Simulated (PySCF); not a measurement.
Below is a simulated gas-phase Si 1s photoelectron spectrum of disilanol (`O[SiH2][SiH3]`).

Every computed line was given a Gaussian of 0.4 eV full width at half maximum and an area set by the number of equivalent atoms; the highest printed point is 100. The calculation used delta-SCF UKS SCAN, pcX-2 on the ionised atom, pcseg-1 elsewhere, spin-free X2C (PySCF).

binding energy (eV), intensity and a bar:
```
   1845.7          0 
   1845.8          2 
   1845.9          8 ##
   1846.0         25 #######
   1846.1         56 #################
   1846.2         89 ###########################
   1846.3        100 ##############################
   1846.4         79 ########################
   1846.5         45 #############
   1846.6         19 ######
   1846.7         10 ###
   1846.8         20 ######
   1846.9         47 ##############
   1847.0         81 ########################
   1847.1        100 ##############################
   1847.2         87 ##########################
   1847.3         54 ################
   1847.4         23 #######
   1847.5          7 ##
   1847.6          2 
   1847.7          0
```

Task: How many maxima does the curve show, and how many computed lines lie under it?

Result: The curve has 2 maxima (at 1846.3 and 1847.1 eV). Under it lie 2 lines from 2 inequivalent silicon sites.

Task: Decompose the envelope and assign each component. Numbering: `[OH:1][SiH2:2][SiH3:3]`.

Result: 
```csv
position (eV),relative area,line,atoms,environment
1846.28,1,Si 1s,Si3,SiH3 silicon
1847.11,1,Si 1s,Si2,oxygen-bound silicon
```

Task: What are the centre and the root-mean-square width of the whole band?

Result: The area-weighted mean of the lines is 1846.70 eV. Their own spread about it is 0.41 eV (rms) and each Gaussian has σ = 0.4/2.355 = 0.17 eV; the variances add, which gives 0.45 eV.

Task: Above which line width would these two lines show one maximum?

Result: Two equal Gaussians merge once their distance is under 2σ = FWHM/1.177. With 0.83 eV between them that is a full width over 0.98 eV.

The listed Si 1s values span 0.83 eV, from Si3 (bonded to 3 H and Si) to Si2 (bonded to O, 2 H and Si).

The curve has no shake-up lines and no vibrational structure. Isolated species at its PBE0-D3(BJ)/def2-SVP geometry (one conformer only).

The run took 11 s on Arm Neoverse V2, one thread, shared host.

Shape of the structure used: `[OH:1][SiH2:2][SiH3:3]`: H–O1–Si2–Si3 -58°.
